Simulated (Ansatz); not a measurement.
**CH$_{2}$⁻, quartet: reading a ladder of total energies**

Geometry: that of the CH2⁻, doublet, kept fixed. The doublet lies 1.8 eV lower here.

```xyz
3

C     0.0000   -0.1029    0.0000
H     0.0000    0.6132   -0.8679
H     0.0000    0.6132    0.8679
```

Basis aug-cc-pVTZ; Ansatz 0.2.0. Only valence electrons are correlated (noble-gas cores frozen), which leaves 7 electrons in 91 orbitals. R marks a restricted (for open shells ROHF) determinant, U an unrestricted one. This anion state lies near or above the neutral species, so the extra electron is weakly bound or unbound and the energies hang on the diffuse functions.

Full CI isn't at hand for all of this; UCCSDT(Q) serves as the reference, and is uncertain by the last step of the cluster series or more.

UCCSD has a T1 diagnostic of 0.021 and a largest doubles amplitude of 0.02.

Runs differ by some tens of microhartree through their thresholds and, for an open shell, their frozen cores, so steps under 0.03 kcal/mol mean nothing.

```tsv
level	total energy (hartree)
UHF	-38.887481
UMP2	-39.011810
UCCSD	-39.031749
UCCSD(T)	-39.036139
UCCSDT	-39.036790
UCCSDT(Q)	-39.036918
```

What is the correlation energy at UCCSDT(Q), and what share of it do UMP2 and UCCSD(T) recover?

E(corr) = -39.036918 − (-38.887481) = -0.149437 hartree = -4.066 eV. UMP2: -0.124329 / -0.149437 = 83.20 %. UCCSD(T): -0.148658 / -0.149437 = 99.48 %.

By how many kcal/mol does UCCSD(T) miss UCCSDT(Q) (1 hartree = 627.509 kcal/mol), and which steps make up the rest?

-39.036139 − (-39.036918) = 0.000779 hartree = 0.49 kcal/mol. Steps: UCCSDT − UCCSD(T) = -0.41, UCCSDT(Q) − UCCSDT = -0.08 kcal/mol. That is within 1 kcal/mol of the reference in this basis, which itself misses far more of the correlation at the basis-set limit.
